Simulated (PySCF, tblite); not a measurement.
# CH7Si2 radical: geometry, infrared bands and EPR parameters

Wanted: the infrared bands and EPR parameters of CH7Si2 radical (`[SiH2]C[SiH3]`), by calculation.

The runs use tblite 0.8.0 and PySCF 2.14.0, with density-fitted response routines of our own; the level of theory stands in each step. All values are computed, except where a source is named. Atoms count from 0, in the outputs and in this text.

## Step 1: Starting geometry

10 atoms, charge 0, multiplicity 2; geometry from: force field or distance geometry start.

Bonds of the start (Å): Si0–C1 1.85, C1–Si2 1.89, Si0–H3 1.45, Si0–H4 1.47, C1–H5 1.11, C1–H6 1.10, Si2–H7 1.47, Si2–H8 1.46, Si2–H9 1.45.

## Step 2: Optimising the geometry with GFN2-xTB

What the job is given:

```
{"job": {"kind": "relax", "xc": "GFN2-xTB", "basis": "xTB"}, "charge": 0, "multiplicity": 2}
Si    -1.757100    -0.013600    -0.231100
C     -0.134500     0.858000    -0.393800
Si     1.179400    -0.320400     0.285500
H     -1.603300    -1.356300    -0.765900
H     -2.238800    -0.051500     1.156700
H      0.079200     0.967100    -1.478800
H     -0.112800     1.840900     0.107000
H      1.387600    -1.338100    -0.760000
H      0.756500    -0.911700     1.551000
H      2.452900     0.330200     0.506800
```

Command:

```bash
$ OMP_NUM_THREADS=1 python probes_run.py task.json out
```

This one command runs all jobs of the session in turn.

What it wrote:

```text
step      E/eV     max force
  0    -247.24466    1.158
  1    -247.28059    0.453
  2    -247.29463    0.377
  3    -247.30943    0.461
  4    -247.32002    0.318
  5    -247.32555    0.226
  6    -247.32982    0.202
  7    -247.33496    0.339
  8    -247.34266    0.430
  9    -247.35125    0.343
 10    -247.35661    0.201
 11    -247.35918    0.146
 12    -247.36142    0.198
 13    -247.36453    0.273
 14    -247.36875    0.292
 15    -247.37319    0.216
 16    -247.37628    0.127
 17    -247.37787    0.112
 18    -247.37891    0.094
 19    -247.37996    0.102
 20    -247.38121    0.118
 21    -247.38243    0.106
 22    -247.38321    0.069
 23    -247.38365    0.062
 24    -247.38404    0.054
 25    -247.38462    0.085
 26    -247.38539    0.101
 27    -247.38612    0.073
 28    -247.38660    0.059
 29    -247.38690    0.044
 30    -247.38717    0.053
 31    -247.38741    0.040
 32    -247.38759    0.037
 33    -247.38775    0.042
 34    -247.38792    0.044
 35    -247.38807    0.037
 36    -247.38817    0.024
 37    -247.38823    0.024
 38    -247.38830    0.033
 39    -247.38840    0.044
 40    -247.38852    0.036
 41    -247.38864    0.035
 42    -247.38873    0.029
 43    -247.38884    0.049
 44    -247.38903    0.076
 45    -247.38934    0.092
 46    -247.38975    0.080
 47    -247.39011    0.047
 48    -247.39037    0.048
 49    -247.39059    0.053
 50    -247.39096    0.073
 51    -247.39156    0.076
 52    -247.39214    0.064
 53    -247.39251    0.057
 54    -247.39285    0.044
 55    -247.39311    0.053
 56    -247.39337    0.054
 57    -247.39384    0.058
 58    -247.39442    0.057
 59    -247.39485    0.043
 60    -247.39521    0.031
 61    -247.39538    0.020
 62    -247.39543    0.015
 63    -247.39543    0.013
 64    -247.39544    0.007
```

Run time: 0.16 s. Hardware: 1 thread of Intel Xeon 6975P-C, shared host.

The steps of the relaxation: (not every step is listed)

| step | energy from step 0 (eV) | largest force (eV/Å) |
| --- | --- | --- |
| 0 | 0.0000 | 1.1577 |
| 1 | -0.0359 | 0.4529 |
| 2 | -0.0500 | 0.3773 |
| 3 | -0.0648 | 0.4607 |
| 4 | -0.0754 | 0.3183 |
| 5 | -0.0809 | 0.2257 |
| 6 | -0.0852 | 0.2019 |
| 7 | -0.0903 | 0.3389 |
| 8 | -0.0980 | 0.4299 |
| 13 | -0.1199 | 0.2726 |
| 18 | -0.1342 | 0.0943 |
| 23 | -0.1390 | 0.0624 |
| 28 | -0.1419 | 0.0590 |
| 33 | -0.1431 | 0.0421 |
| 38 | -0.1436 | 0.0332 |
| 43 | -0.1442 | 0.0491 |
| 48 | -0.1457 | 0.0481 |
| 53 | -0.1478 | 0.0570 |
| 58 | -0.1498 | 0.0565 |
| 59 | -0.1502 | 0.0427 |
| 60 | -0.1505 | 0.0311 |
| 61 | -0.1507 | 0.0200 |
| 62 | -0.1508 | 0.0152 |
| 63 | -0.1508 | 0.0130 |
| 64 | -0.1508 | 0.0073 |

Distances of close pairs at the start and the end, largest changes first:

| bond | before (Å) | after (Å) | change (Å) |
| --- | --- | --- | --- |
| Si0–C1 | 1.849 | 1.896 | +0.047 |
| C1–H5 | 1.111 | 1.091 | -0.020 |
| Si2–H9 | 1.447 | 1.465 | +0.018 |
| C1–Si2 | 1.891 | 1.904 | +0.013 |
| C1–H6 | 1.103 | 1.091 | -0.012 |
| Si0–H4 | 1.470 | 1.459 | -0.010 |
| Si2–H7 | 1.474 | 1.464 | -0.009 |
| Si0–H3 | 1.453 | 1.459 | +0.006 |

The final coordinates are the input of the step that follows.

## Step 3: Infrared spectrum with GFN2-xTB

What the job is given:

```
{"job": {"kind": "ir", "xc": "GFN2-xTB", "basis": "xTB"}, "charge": 0, "multiplicity": 2}
Si    -1.838268    -0.012647    -0.265978
C     -0.119316     0.784181    -0.343844
Si     1.291855    -0.310906     0.314424
H     -1.965883    -1.185527    -1.124408
H     -2.295651    -0.263959     1.096508
H      0.102586     1.059019    -1.376101
H     -0.130007     1.717668     0.220764
H      1.353684    -1.546195    -0.469736
H      1.038804    -0.632034     1.720463
H      2.571079     0.395053     0.205382
```

What it wrote:

```text
mode    cm-1     km/mol
  1     102.9      0.00
  2     130.9      0.41
  3     176.4      0.21
  4     465.5     29.40
  5     493.1     14.69
  6     493.7     20.63
  7     537.1     47.91
  8     686.9     27.99
  9     716.7    137.31
 10     746.5    140.39
 11     789.1    254.45
 12     791.1    456.51
 13     798.9    171.45
 14     812.6    108.14
 15    1030.0      0.23
 16    1136.0     58.61
 17    1456.4      0.29
 18    2243.7    389.26
 19    2250.5    201.49
 20    2256.1     99.15
 21    2275.8    194.37
 22    2290.5    776.84
 23    2964.5     44.91
 24    2975.2     14.93
```

Run time: 0.13 s. Hardware: 1 thread of Intel Xeon 6975P-C, shared host.

The strongest bands and the atoms that carry them (share of the mass-weighted mode):

| cm⁻¹ | km/mol | atoms |
| --- | --- | --- |
| 746 | 140.4 | H3 42 %, H4 42 % |
| 789 | 254.4 | H7 45 %, H8 43 % |
| 791 | 456.5 | C1 23 %, Si2 20 %, H7 15 %, H9 14 % |
| 799 | 171.4 | H9 56 %, H8 21 %, H7 18 % |
| 2244 | 389.3 | H9 84 % |
| 2250 | 201.5 | H7 58 %, H8 32 % |
| 2276 | 194.4 | H3 50 %, H4 47 % |
| 2290 | 776.8 | H4 46 %, H3 44 % |

## Step 4: EPR parameters: B3LYP/pcH-1

The job, as its differences from that of step 3:

```diff
@@ -1,2 +1,2 @@
-{"job": {"kind": "ir", "xc": "GFN2-xTB", "basis": "xTB"}, "charge": 0, "multiplicity": 2}
+{"job": {"kind": "epr", "basis": "pcH-1"}, "charge": 0, "multiplicity": 2}
 Si    -1.838268    -0.012647    -0.265978
```

With the program's defaults for keys left out, this is: UKS B3LYP, pcH-1 on C H Si, non-relativistic, mean-field spin-orbit, GIAO.

What it wrote:

```text
UKS, coarse grid
  cycle   1  E = -621.25073512  |g| = 2.81e-01
  cycle   2  E = -621.22486852  |g| = 3.37e-01
  cycle   3  E = -621.28317597  |g| = 4.68e-02
  cycle   4  E = -621.28437967  |g| = 7.75e-03
  cycle   5  E = -621.28440553  |g| = 1.39e-03
  cycle   6  E = -621.28440679  |g| = 4.16e-04
UKS, final grid
  cycle   1  E = -621.28441227  |g| = 3.20e-04
  cycle   2  E = -621.28441227  |g| = 3.51e-04
  cycle   3  E = -621.28441233  |g| = 6.60e-05
  cycle   4  E = -621.28441234  |g| = 1.94e-05
E = -621.28441234 Eh   <S^2> = 0.7516 (exact 0.7500)
g shifts (ppm)      1          2          3
  rmc          -129       -129       -129
  gc             10         50         62
  oz_so        -135       1840       2060
  total        -254       1761       1992
hyperfine (MHz)  atom isotope    a_iso     a_fc   dipolar eigenvalues
    0  29Si    -431.56    -432.60   -172.45     86.22     86.24
    1   13C       7.85       7.80     -4.19     -4.11      8.30
    2  29Si     -65.13     -65.18     -8.62      3.65      4.98
    3    1H      28.45      28.43    -10.17      1.52      8.65
    4    1H      28.52      28.50    -10.17      1.52      8.65
    5    1H       9.54       9.54     -4.15     -2.43      6.58
    6    1H       9.31       9.30     -4.14     -2.43      6.57
    7    1H      -1.14      -1.14     -1.77     -0.72      2.49
    8    1H      -1.16      -1.16     -1.77     -0.72      2.49
    9    1H      26.66      26.66     -1.18     -0.55      1.74
```

Run time: 13 s. Hardware: 1 thread of Intel Xeon 6975P-C, shared host; peak memory 0.54 GiB.

Principal g values 2.00207, 2.00408, 2.00431; g(iso) = 2.00349, against 2.00232 for a free electron.

Hyperfine couplings; where a row names several nuclei, a(iso) is their mean (it holds for fast rotation or exchange) and the dipolar term the largest among them:

| nuclei | isotope | a(iso) (MHz) | a(iso) (G, at g = 2.0023) | largest dipolar term (MHz) |
| --- | --- | --- | --- | --- |
| Si0 | 29Si | -431.6 | -154.0 | -172.5 |
| Si2 | 29Si | -65.1 | -23.2 | -8.6 |
| H3, H4 | 1H | 28.5 | 10.2 | -10.2 |
| H5, H6 | 1H | 9.4 | 3.4 | 6.6 |
| H7, H8, H9 | 1H | 8.1 | 2.9 | 2.5 |
| C1 | 13C | 7.8 | 2.8 | 8.3 |

Mulliken spin populations:

| atom | value (e) |
| --- | --- |
| Si0 | 0.98 |
| C1 | -0.01 |
| Si2 | 0.02 |
| H3 | 0.00 |
| H4 | 0.00 |
| H5 | 0.00 |
| H6 | 0.00 |
| H7 | 0.00 |
| H8 | 0.00 |
| H9 | 0.02 |

In first order the couplings over 0.8 MHz of 1H give 36 distinct lines over 35.7 G, if the averaged nuclei exchange fast.

Orbitals, density, ELF and potential are computed afterwards from the orbital file.

ELF in a plane through or near 4 of the atoms.

Ten even steps from ' ' (0.00) to '@' (1.00):
```
                                                        
                                                        
                                                        
                                                        
                                                        
                ..::::::..        ......                
              ....--====::..    ..----::..              
        ....::::..  ....::..    ::----==::..            
      ::**%%%%%%--++##++..--::::--..  ..::::::..        
      **@@@@@@@@%%--##==++%%####++::####..==++++::      
    ..##@@@@@@@@@@..::..@@@@##%%##--##%%..**%%##++..    
      ##@@@@@@@@@@**--##%%++::++@@::....##@@@@@@##::    
      ++@@@@@@@@@@--::++**::==::####**%%@@@@@@@@##::    
      ..##@@@@%%--    ::++****++====**@@@@@@@@@@**..    
        ..::--..      ..--==++==....::##@@@@@@%%--      
                        ....::..      ::**##++::        
                                        ....            
                                                        
                                                        
                                                        
```
The map spans 10.4 Å across and 8.2 Å up, centred on the molecule. Atoms in the plane (x, y in Å): Si0 (1.9, -0.1), C1 (0.1, -0.9), Si2 (-1.3, 0.4), H9 (-2.6, -0.3).

On the surface of density 0.002 e/bohr³ the electrostatic potential runs, from the 1st to the 99th percentile, from -0.07 V near Si0 to 1.04 V near H6.

The spin density lies nearest to Si0 67 %; H3, H4 about 11 % each.

## Step 5: Outcome

| quantity | value |
| --- | --- |
| strongest single infrared mode (GFN2-xTB) | 2290 cm⁻¹, 777 km/mol |
| zero-point energy (GFN2-xTB) | 40.9 kcal/mol |
| g(iso) (B3LYP) | 2.00349 |
| ⟨S²⟩ | 0.752 (exact 0.75) |
| largest a(iso) (averaged by class) | 29Si on Si0, -431.6 MHz |
| surface potential, 1st and 99th percentile | -0.07 V and 1.04 V |

Relaxing lowered the energy by 0.151 eV in 64 steps; the close pair that moved most is Si0–C1, from 1.849 to 1.896 Å. All 24 modes are real, so the xTB geometry is a minimum. The strongest single mode, at 2290 cm⁻¹, moves mainly H4 and H3. GFN2-xTB is a fitted tight-binding method: band positions and strengths are rough. Its intensities can rank the bands wrongly. Si0 carries the largest spin population, 0.98 e. The isotropic g lies 1.2 ppt above the free-electron value.
